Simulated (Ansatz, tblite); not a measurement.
**The cluster Zn₂O₂+: a ladder of methods and basis sets**

How do method and basis change the picture of the cluster Zn₂O₂+ (doublet)?

The runs use Ansatz 0.2.0, Gaussian basis; as each input shows.

Levels to be run: GFN1-xTB, GFN2-xTB, PBE-D4/def2-TZVP, r2SCAN-D4/def2-TZVP, r2SCAN0-D4/def2-TZVP, B97M-V/def2-TZVP, BLYP-D4/def2-TZVP, CAM-B3LYP-D4/def2-TZVP, ωB97X-V/def2-TZVP, PBE-D4/def2-SVP, PBE0-D4/def2-SVP, HF/STO-3G, HF/6-31G, B3LYP-D4/6-31G, CCSD(T)/def2-SVP, MP2/def2-TZVP, RPA/def2-TZVP.

### Step 1. The geometry

The doublet was relaxed beforehand with PBE-D4/def2-SVP. At that level it is the lowest of the isomers that a small search found.

4 atoms, charge 1, spin multiplicity 2.

Bond lengths: Zn1–Zn2 2.465 Å, Zn1–O3 2.214 Å, Zn2–O4 2.210 Å, O3–O4 1.264 Å. Angles: Zn2–Zn1–O3 74.2°, Zn1–Zn2–O4 74.3°, Zn1–O3–O4 105.6°, Zn2–O4–O3 105.9°.

The ion is computed in the gas phase, without counter-ions or solvent.

PBE0-D4/def2-TZVP was run before; its log isn't repeated, and its numbers join the tables.

### Step 2. GFN1-xTB

Tight binding, by tblite at 300 K electronic temperature and without a spin-polarisation term:

```python
tblite.interface.Calculator('GFN1-xTB', numbers, positions, charge=1, uhf=1).singlepoint()
```

Energy -282.6338 eV; 0.002 s.

### Step 3. GFN2-xTB

Tight binding, by tblite at 300 K electronic temperature and without a spin-polarisation term:

```python
tblite.interface.Calculator('GFN2-xTB', numbers, positions, charge=1, uhf=1).singlepoint()
```

Energy -234.7411 eV; 0.002 s.

### Step 4. PBE-D4/def2-TZVP

start.molden holds the orbitals of an earlier run on this state, given as this run's starting guess.

Input file in.yaml:

```yaml
crystal:
  periodic: [false, false, false]
  atoms:
    - {symbol: Zn, position_ang: [1.622754, -0.048297, -0.136932]}
    - {symbol: Zn, position_ang: [-0.304655, 1.081953, -1.177771]}
    - {symbol: O, position_ang: [-0.165594, -0.805479, 0.927062]}
    - {symbol: O, position_ang: [-1.152505, -0.228186, 0.387641]}
basis:
  gaussian: {orbitals: def2-TZVP, initial_orbitals: start.molden}
total_charge: 1
magnetization: {spin_polarized: true, initial_magnetization: 1}
hamiltonian: {xc: pbe, dispersion: d4}
scf: {omitted_lower_state_checks: [starts]}
output: {forces: true, orbitals: {seedname: orbitals}}
```

On the command line:

```bash
> ansatz run in.yaml --threads 4 --pin off --events-out ev --progress --plain --max-ram 3916MiB
```

The runs that follow: r2SCAN-D4/def2-TZVP; r2SCAN0-D4/def2-TZVP; B97M-V/def2-TZVP; BLYP-D4/def2-TZVP; CAM-B3LYP-D4/def2-TZVP; ωB97X-V/def2-TZVP; PBE-D4/def2-SVP; PBE0-D4/def2-SVP; HF/STO-3G; HF/6-31G; B3LYP-D4/6-31G; CCSD(T)/def2-SVP; MP2/def2-TZVP; RPA/def2-TZVP.

Before running them: what should the planned runs give, taken together? Wanted: gap in def2-TZVP, named functionals, smallest and largest; correlation energy, CCSD(T)/def2-SVP; correlation energy, MP2/def2-TZVP; ⟨S²⟩ in def2-TZVP, named functionals, smallest and largest; PBE0 total energy, smallest basis above largest.

As calculated:

| quantity | value |
| --- | --- |
| gap in def2-TZVP, named functionals, smallest and largest | 1.71 eV (BLYP-D4), 7.04 eV (ωB97X-V) |
| correlation energy, CCSD(T)/def2-SVP | -25.51 eV |
| correlation energy, MP2/def2-TZVP | -34.07 eV |
| ⟨S²⟩ in def2-TZVP, named functionals, smallest and largest | 0.775, 0.945 |
| PBE0 total energy, smallest basis above largest | 18.77 eV (def2-SVP, def2-TZVP) |

**Reading.** Orbital gaps of the named functionals in def2-TZVP span 1.71 eV (BLYP-D4) to 7.04 eV (ωB97X-V); exact exchange widens it. Over the named functionals in def2-TZVP spin contamination reaches 0.20 (r2SCAN0-D4).
